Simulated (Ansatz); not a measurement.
Molecule: propene, C₃H₆ (charge 0, singlet). SMILES: C=CC
Geometry: optimised at B3LYP-D3(BJ)/def2-TZVP (Ansatz, a program for electronic structure).

CCSD(T) with Ansatz in growing basis sets, 18 correlated electrons. Cores are frozen in the correlated levels unless marked. UHF or UKS for open shells. Spin-orbit coupling is left out. Non-relativistic. Costs are ratios of core time to the smallest set, on shared machines of one kind, and rough; they hold the program's checks for lower states.

| basis | functions | cost over smallest | E(corr) (Eh) | electronic atomisation energy (kcal/mol) |
|---|---|---|---|---|
| aug-cc-pVDZ | 123 | 1× | -0.4903 | 807.2 |
| aug-cc-pVTZ | 276 | 10× | -0.5726 | 844.5 |

Formally CCSD grows as o²v⁴ and (T) as o³v⁴; with o = 9 and v going from 111 to 264 both grow 32-fold in the last step, while integrals and the mean field grow more slowly. That step adds 82.4 mEh of correlation energy and 37.3 kcal/mol to the atomisation energy.
